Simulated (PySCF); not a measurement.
Predicted microwave data (PBE0-D3(BJ)/def2-SVP geometry optimisation, gas phase in PySCF 2.14.0) for one isomer of C3H4:

```
Rotational constants : A = 158305, B = 8543, C = 8542 MHz
Dipole components    : |μa| = 0.79 D, |μb| = 0.00 D, |μc| = 0.00 D
Inertial defect      : -3.19 u·Å²
κ                    : -1.00
```

Question: Which structure is it? (One computed conformer of each.)
A. `C#CC`
B. `C(=C)=C`
C. `C1=CC1`

Answer: A. It is C#CC, a prolate symmetric top, point group C3v. The candidates at the same level (rigid rotor, commonest isotopes):

| SMILES | A (MHz) | B (MHz) | C (MHz) | μa (D) | μb (D) | μc (D) | Δ (u·Å²) | point group | rotor |
| --- | --- | --- | --- | --- | --- | --- | --- | --- | --- |
| C1=CC1 | 29930 | 22066 | 13889 | 0.53 | 0.00 | 0.00 | -3.40 | C2v | asymmetric top |
| C=C=C | 142869 | 8870 | 8870 | 0.00 | 0.00 | 0.00 | -3.54 | D2d | prolate symmetric top |
| C#CC | 158305 | 8543 | 8542 | 0.79 | 0.00 | 0.00 | -3.19 | C3v | prolate symmetric top |

`C=C=C` has A 10 % too low; `C1=CC1` has B 158 % too high. In the right answer the symmetry axis of this C3v structure is a, so μb and μc vanish by symmetry. No structure here is proved a minimum.
